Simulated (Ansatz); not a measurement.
BH2(vinyl) (C₂H₅B), relaxed as a singlet with RKS r2SCAN-D4/def2-TZVP in Ansatz, starting from the GFN2-xTB geometry. Force threshold 0.02 eV/Å.

Start:

```xyz
8

B    -0.523   -1.164   -0.293
H    -0.196   -2.189   -0.750
H    -1.633   -0.999    0.034
C     0.502   -0.023   -0.125
C     0.198    1.176    0.376
H     1.534   -0.179   -0.425
H    -0.805    1.410    0.697
H     0.923    1.969    0.486
```

Problem. Estimate the energy that the relaxation releases and the steps that it takes.

Solution. 0.7 kcal/mol, in 4 steps; 3.8 s on 4 threads of Arm Neoverse V1 on a shared host. No frequencies were taken in this run, so the end may be a saddle point.

Problem. Does the start keep its bonding and symmetry?

Solution. By distances, no bond broke or formed. The bond that changes most is B1–H3, from 1.17 to 1.20 Å (atoms count from 1). Point group Cs at the start, Cs at the end, both within 0.05 Å.

Problem. Predict the relaxed structure.

Solution. 
```xyz
8

B    -0.5083   -1.1473   -0.2920
H    -0.2236   -2.2158   -0.7469
H    -1.6354   -0.9365    0.0535
C     0.5338   -0.0303   -0.1373
C     0.1921    1.1638    0.3733
H     1.5724   -0.1712   -0.4351
H    -0.8308    1.3572    0.6860
H     0.8998    1.9801    0.4984
```
Bond lengths: 1 × C–C 1.34 Å; 1 × B–C 1.54 Å; 3 × C–H 1.09 Å; 2 × B–H 1.20 Å.
